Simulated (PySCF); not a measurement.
glyoxal, C₂H₂O₂, SMILES O=CC=O, point group C2h.

Level: B3LYP/pcSseg-1 in PySCF (density fitting, grid level 2); geometry and Hessian at that level, cubic constants and property derivatives from steps of ±0.6 along each species' dimensionless normal coordinates, second-order vibrational perturbation theory. The parent has the commonest isotopes.

Equilibrium geometry (Å):

| atom | x | y | z |
| --- | --- | --- | --- |
| O1 | 1.4904 | -0.8779 | -0.0831 |
| C2 | 0.7611 | 0.0789 | -0.0373 |
| C3 | -0.7569 | -0.0763 | 0.0086 |
| O4 | -1.4862 | 0.8806 | 0.0543 |
| H5 | 1.1211 | 1.1309 | -0.0250 |
| H6 | -1.1169 | -1.1282 | -0.0038 |

(1) Give the equilibrium and ground-state rotational constants (MHz) of parent; ²H at 5; ¹⁸O at 1; ¹³C at 2, ²H at 5; ¹³C at 2; ¹⁸O at 1, ²H at 5; ²H at 5, ²H at 6.

(2) How is the parent's vibrational correction B0 − Be made up?

(3) And its quartic centrifugal distortion constants from the harmonic force field?

A mode lies under 250 cm⁻¹, where this perturbation treatment is rough. Internal rotors are held in one well.

## Answers

(1) 
```
          species     Ae      Be      Ce     A0      B0      C0  Δ0 (u Å²)  harmonic ZPE (cm⁻¹)
           parent  55749  4778.7  4401.4  55047  4755.9  4378.5     -0.021                 8077
          ²H at 5  44730  4766.7  4307.6  44212  4744.5  4285.2     -0.015                 7420
         ¹⁸O at 1  55524  4531.8  4189.9  54820  4510.6  4168.4     -0.022                 8045
¹³C at 2, ²H at 5  44203  4748.4  4287.8  43700  4726.4  4265.6     -0.015                 7372
         ¹³C at 2  54794    4760  4379.5  54115  4737.3  4356.7     -0.021                 8031
¹⁸O at 1, ²H at 5  44494  4523.6  4106.1  43975  4502.9  4085.1     -0.016                 7387
 ²H at 5, ²H at 6  37172  4753.7  4214.7  36769  4731.9  4192.9     -0.015                 6761
```

Δ0 = Ic − Ia − Ib from the ground-state constants.

(2) 
```json
{"axis": "a", "harmonic": "255", "Coriolis": "-379", "cubic": "-578", "total (MHz)": "-702"}
{"axis": "b", "harmonic": "5.53", "Coriolis": "-3.69", "cubic": "-24.7", "total (MHz)": "-22.8"}
{"axis": "c", "harmonic": "2.91", "Coriolis": "-1.35", "cubic": "-24.5", "total (MHz)": "-23"}
```

(3) Asymmetric top, A reduction, Ir representation: ΔJ = 1.19 kHz, ΔJK = -6.08 kHz, ΔK = 514 kHz, δJ = 0.116 kHz, δK = 6.27 kHz.
